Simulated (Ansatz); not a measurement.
**CH₂OS: functionals against CCSD(T) at one geometry**

An exercise on one series of results from a longer session: the logs are not shown, and one member is left open.

The runs use Ansatz 0.2.0, Gaussian basis; single points in def2-TZVPP.

Correlated methods freeze the cores.

## Where the work starts

SMILES `OC=S`, 5 atoms, charge 0, spin multiplicity 1.

Atoms are counted from 1 here; the program's logs count them from 0.

Bond lengths: O1–C2 1.364 Å, O1–H4 0.945 Å, C2–S3 1.610 Å, C2–H5 1.039 Å. Angles: C2–O1–H4 113.6°, O1–C2–S3 120.0°, O1–C2–H5 115.1°, S3–C2–H5 124.8°.

Coordinates:

```
O    -0.9186   -0.3976   -0.0415
C     0.3597    0.0518    0.1168
S     1.2874   -0.5547    1.2843
H    -1.3770    0.0123   -0.7584
H     0.6378    0.8241   -0.5194
```

Set-up of the first run:

The input, run/in.yaml:

```yaml
crystal:
  periodic: [false, false, false]
  atoms:
    - {symbol: O, position_ang: [-0.918600, -0.397600, -0.041500]}
    - {symbol: C, position_ang: [0.359700, 0.051800, 0.116800]}
    - {symbol: S, position_ang: [1.287400, -0.554700, 1.284300]}
    - {symbol: H, position_ang: [-1.377000, 0.012300, -0.758400]}
    - {symbol: H, position_ang: [0.637800, 0.824100, -0.519400]}
basis:
  gaussian: {orbitals: def2-TZVPP}
correlation: {method: ccsd_t}
output: {forces: true}
```

No record of the launch command was kept for these runs.

Steps of the session up to this table: CCSD(T)/def2-TZVPP; PBE0-D4/def2-TZVPP; wB97M-V/def2-TZVPP; r2SCAN-D4/def2-TZVPP; PBE-D4/def2-TZVPP; revPBE-D4/def2-TZVPP; BLYP-D4/def2-TZVPP.

One of the session's tables, all rows but one given; the rest of the session is left out.

| method | RMS force component (eV/Å) | angle to CCSD(T) forces (°) | dipole (D) |
| --- | --- | --- | --- |
| CCSD(T) | 0.928 | reference | 3.43 |
| PBE0-D4 | 1.101 | 12.6 | 3.62 |
| wB97M-V | 1.024 | 12.4 | 3.60 |
| r2SCAN-D4 | 1.029 | 6.3 | 3.65 |
| PBE-D4 | ? | ? | ? |
| revPBE-D4 | 1.077 | 10.5 | 3.50 |
| BLYP-D4 | 1.022 | 13.6 | 3.44 |

**Question.** Estimate the row for PBE-D4.

**Answer.** RMS force component (eV/Å): 1.105; angle to CCSD(T) forces (°): 8.3; dipole (D): 3.49. In the column «RMS force component (eV/Å)» it is the highest.
